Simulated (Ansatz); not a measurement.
# CHN: the cost of one run

Program: Ansatz 0.2.0 through its Python package. Level of theory: PBE/def2-SVP. These are calculated values, not measurements.

## Step 1: Starting point

Bond lengths: C1–N2 1.170 Å, N2–H3 1.019 Å. Angles: C1–N2–H3 180.0°.

No structure file is read: the coordinates are typed or built in the script.

## Step 2: The script

freq_chn.py reads:

```python
"""Vibrations of CHN."""

import argparse
import itertools
import warnings

import ansatz
from ase.data import atomic_numbers, covalent_radii
import numpy as np

parser = argparse.ArgumentParser(description="Vibrations of CHN.")
parser.add_argument("--basis-set", required=True, help="basis")
parser.add_argument("--xc", required=True, help="exchange-correlation functional")
args = parser.parse_args()

warnings.simplefilter("ignore", ansatz.DeckWarning)

geometry_ang = [
    ("C", [1.1035, 0.1894, 0.0]),
    ("N", [-0.0497, -0.0085, 0.0]),
    ("H", [-1.0538, -0.1809, 0.0]),
]
geometry = ansatz.Crystal.molecule()
for symbol, xyz in geometry_ang:
    geometry = geometry.atom(symbol, xyz)

calc = (
    geometry.calculation()
    .basis(gaussian=args.basis_set)  # atom-centred Gaussian functions
    .functional(args.xc)
    .accuracy("medium")
)
symbols = [site.symbol for site in geometry.cartesian_sites]
start = np.array([site.position_ang for site in geometry.cartesian_sites], dtype=float)
data = calc.relax(force_tolerance=0.003).run(threads=1, pin="off").report
end = np.array(data["positions_ang"])

# pairs closer than 1.2 times the sum of covalent radii, before or after
radius = [covalent_radii[atomic_numbers[s]] for s in symbols]
span = lambda where, i, j: np.linalg.norm(where[i] - where[j])
bonded = [(i, j) for i, j in itertools.combinations(range(len(symbols)), 2) if min(span(start, i, j), span(end, i, j)) < 1.2 * (radius[i] + radius[j])]
print("pair        before    after (A)")
for i, j in bonded:
    print(f"{symbols[i]}{i}-{symbols[j]}{j}".ljust(10), f"{span(start, i, j):8.4f} {span(end, i, j):8.4f}")

# same settings at the minimum
minimum = ansatz.Crystal.molecule()
for symbol, place in zip(symbols, end):
    minimum = minimum.atom(symbol, place.tolist())
vibrating = minimum.calculation()
vibrating = vibrating.basis(gaussian=args.basis_set)
vibrating = vibrating.functional(args.xc)
vibrating = vibrating.accuracy("medium")
vibrating = vibrating.phonons(temperatures=(100, 500, 100))
vib = vibrating.run(threads=1, pin="off").report["vibrations"]
sums = vib["harmonic_sums"]
modes = [m["omega_inv_cm"] for m in sums["modes_at_gamma"] if m["rigid_motion"] == "no"]
print("frequencies (1/cm):", " ".join(f"{w:.0f}" for w in modes))
print("imaginary modes:", sum(w < 0 for w in modes), " zero-point energy:", round(sums["zero_point_energy_ev"], 4), "eV")
print("T (K)   F_vib (eV)   S_vib (meV/K)   C_vib (meV/K)")
for row in zip(sums["temperatures_k"], sums["vibrational_free_energy_ev"], vib["entropy_ev_per_k"], vib["heat_capacity_ev_per_k"]):
    print(f"{row[0]:6.1f} {row[1]:11.4f} {1000 * row[2]:13.4f} {1000 * row[3]:15.4f}")
```

## Step 3: The input behind the calls

The package turns the script's settings into the engine's input (first run):

```yaml
crystal:
  periodic: [false, false, false]
  atoms:
    - { symbol: C, position_ang: [1.1035, 0.1894, 0.0] }
    - { symbol: "N", position_ang: [-0.0497, -0.0085, 0.0] }
    - { symbol: H, position_ang: [-1.0538, -0.1809, 0.0] }
accuracy: medium
basis:
  gaussian:
    orbitals: def2-SVP
hamiltonian:
  xc: pbe
relax:
  f_tol: 0.003
```

## Step 4: Running it

Started as:

```console
> python freq_chn.py --basis-set def2-SVP --xc PBE
```

Q: Estimate wall time and peak memory on 1 thread of Arm Neoverse V1, shared host.

About 6.3 s, with a peak of 0.17 GiB.
